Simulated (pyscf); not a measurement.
H₃Si–B(Cl)–Cl + hydrogen (H₂) → Cl–BH–Cl + silane (SiH₄), a four-centre exchange (singlet surface; B–Si, H–H broken, B–H, H–Si formed). Optimised with ωB97X-D3(BJ)/def2-SVP in PySCF. Energies in kcal/mol from the separated reactants.

AM1 to PM7: differences of heats of formation from MOPAC, which are fitted to 298 K values and so differ in kind from electronic energies by zero-point and thermal terms. 

**Question.** Quick PM3 single points give ΔE‡ = 26.5 kcal/mol and ΔE = +22.0 kcal/mol. What does ωB97M-D3(BJ)/def2-TZVP give, and how far is the quick result from it?

**Answer.** ωB97M-D3(BJ)/def2-TZVP gives ΔE‡ = 20.4 kcal/mol and ΔE = -10.4 kcal/mol. PM3 lies 6.1 kcal/mol over it in the barrier and 32.4 kcal/mol over it in the reaction energy, so on this step it does not hold to within 3.0 kcal/mol. ωB97M-D3(BJ)/def2-TZVP has limits of its own. At the saddle there is also a short B–H contact that neither side keeps. One saddle was located; it need not be the lowest between these sides.
